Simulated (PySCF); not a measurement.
# XPS shifts beside NMR shieldings

C5H9N.
Atom-mapped SMILES: `[CH3:1][N:2]([CH3:3])[C:4]1=[CH:5][CH2:6]1`

Binding energies: delta-SCF UKS SCAN, pcX-2 on the ionised atom, pcseg-1 elsewhere, spin-free X2C (PySCF 2.14.0). Shieldings: GIAO PBE0/pcSseg-1, non-relativistic, same geometry.

| atom | C 1s (eV) |
| --- | --- |
| C1 | 291.67 |
| C4 | 291.02 |
| C5 | 289.23 |
| C6 | 290.36 |

Task: What are the absolute isotropic shieldings of these atoms?

Result: 
| atom | environment | C 1s (eV) | isotropic shielding (ppm) |
| --- | --- | --- | --- |
| C5 | alkene CH carbon | 289.23 | 121.1 |
| C6 | allylic carbon | 290.36 | 174.0 |
| C4 | vinylic carbon bearing nitrogen | 291.02 | 54.3 |
| C1 | N-methyl carbon | 291.67 | 145.3 |

Task: Among the listed atoms, is the one with the highest binding energy also the least shielded?

Result: No. The highest binding energy is at C1 (291.67 eV, shielding 145.3 ppm), the lowest shielding at C4 (54.3 ppm, 291.02 eV).

By binding energy: C5 < C6 < C4 < C1. By shielding: C4 < C5 < C1 < C6.

Of atoms equivalent by bonding only the ionised one is listed; its partners' own values can differ in this conformer. Spin contamination (⟨S²⟩ against 0.75 for a pure doublet) is marked for C 1s of C4 (0.87), which makes this value less certain. Isolated species at its GFN2-xTB geometry (one conformer only).

The values belong to the conformer `[CH3:1][N:2]([CH3:3])[C:4]1=[CH:5][CH2:6]1`: C1–N2–C4–C5 20°.
